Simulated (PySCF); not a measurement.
Species: C6H6.
Numbering: `[CH:1]#[C:2][C@H:3]1[CH:4]=[CH:5][CH2:6]1` (hydrogens: H7 on C1; H8 on C3; H9 on C4; H10 on C5; H11, H12 on C6)

Level: PBE0/pcSseg-1 and CAM-B3LYP/def2-SVPD in PySCF, non-relativistic, on one gas-phase PBE0-D3(BJ)/def2-SVP geometry that isn't relaxed in the solvent. The solvent is an IEF-PCM continuum (cavity from Bondi-type radii × 1.2). Only the electrostatic response of the medium enters.

Gas phase at PBE0/pcSseg-1: HOMO -7.39 eV, LUMO 0.13 eV, dipole 0.73 D.

**Question.** What does the continuum do to the energy, the frontier levels and the dipole at PBE0/pcSseg-1 in acetonitrile?

**Answer.** 
| solvent | ε | E(solvent) − E(gas) (kcal/mol) | polarisation term (kcal/mol) | distortion of the solute (kcal/mol) | HOMO (eV) | LUMO (eV) | dipole (D) |
| --- | --- | --- | --- | --- | --- | --- | --- |
| acetonitrile | 35.69 | -3.67 | -4.06 | 0.39 | -7.41 | 0.17 | 1.00 |

Polarisation term: ½ Σ q·V over the induced surface charges. Distortion: the rise of the solute's own energy as its density leaves the gas-phase optimum.

**Question.** Which Hirshfeld charges (PBE0/pcSseg-1) respond most in acetonitrile (means over atoms taken as equivalent)?

**Answer.** 
| atoms | environment | gas (e) | solvent (e) | change |
| --- | --- | --- | --- | --- |
| C1 | terminal alkyne carbon | -0.130 | -0.144 | -0.014 |
| C2 | alkyne carbon | -0.046 | -0.057 | -0.011 |
| H7 | alkyne hydrogen | +0.091 | +0.102 | +0.011 |
| H8 | methine hydrogen | +0.052 | +0.059 | +0.007 |
| H11 | methylene hydrogen | +0.043 | +0.050 | +0.007 |
| H10 | vinylic hydrogen | +0.053 | +0.059 | +0.006 |

**Question.** Which Mayer bond orders change most in acetonitrile?

**Answer.** 
```tsv
bond	length (Å)	gas	solvent	change
C1–C2	1.212	2.540	2.509	-0.031
C1–H7	1.074	1.129	1.138	+0.009
C3–H8	1.105	0.901	0.894	-0.007
C4–C5	1.339	1.797	1.792	-0.005
C6–H11	1.103	0.936	0.932	-0.004
C3–C4	1.521	1.019	1.016	-0.003
C2–C3	1.454	0.944	0.943	-0.001
C6–H12	1.101	0.937	0.936	-0.001
```

Gas phase at CAM-B3LYP/def2-SVPD: HOMO -8.71 eV, LUMO 1.19 eV, dipole 0.78 D.

**Question.** What does the continuum do to the energy, the frontier levels and the dipole at CAM-B3LYP/def2-SVPD in acetonitrile?

**Answer.** 
| solvent | ε | E(solvent) − E(gas) (kcal/mol) | polarisation term (kcal/mol) | distortion of the solute (kcal/mol) | HOMO (eV) | LUMO (eV) | dipole (D) |
| --- | --- | --- | --- | --- | --- | --- | --- |
| acetonitrile | 35.69 | -3.48 | -3.91 | 0.43 | -8.70 | 1.23 | 1.07 |

The atom shares or the degeneracy of the HOMO differ from the gas phase in acetonitrile, so that column needn't follow one orbital. The atom shares or the degeneracy of the LUMO differ from the gas phase in acetonitrile, so that column needn't follow one orbital.

**Question.** How does the static polarisability (CAM-B3LYP/def2-SVPD, frozen core, with the continuum's full static response) change?

**Answer.** 
```json
{"medium": "gas", "isotropic (au)": "66.5", "principal values (au)": "52.4, 60.7, 86.5", "⟨r²⟩ of the electrons (bohr²)": "565.1"}
{"medium": "acetonitrile", "isotropic (au)": "89.3", "principal values (au)": "72.1, 83.0, 112.9", "⟨r²⟩ of the electrons (bohr²)": "564.1"}
```

The isotropic value in acetonitrile is 1.34 times the gas-phase one; no cavity-field correction is applied. ⟨r²⟩ is taken about the centre of nuclear charge.
